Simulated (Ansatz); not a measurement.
Basis-set extrapolation for C3H4S (`SC1=CC1`) (PBE0-D4/def2-TZVP geometry, frozen core, Ansatz). Multiplicity 1, RHF reference.

```
                      def2-TZVPP   def2-QZVPP
                 HF  -513.416278  -513.432557
    MP2 correlation    -0.657305    -0.703163
CCSD(T) correlation    -0.723794      not run
```

Energies in hartree. Use E(X) = E(∞) + A·exp(−7.88·√X) for Hartree–Fock and E(X) = E(∞) + B·X^(−2.97) for correlation, with X = 3 and 4, and add CCSD(T) minus MP2 of the smaller set to the MP2 limit.

Problem. What is the CCSD(T) energy at the basis-set limit?

Solution. HF limit: -513.432557 + (-0.016279) × 0.13774 = -513.43480. MP2 limit: -0.703163 + (-0.045858) × 0.74074 = -0.73713. Higher-order term: -0.723794 − (-0.657305) = -0.06649. Total: -514.23842 hartree, 2.68 eV below CCSD(T)/def2-TZVPP.
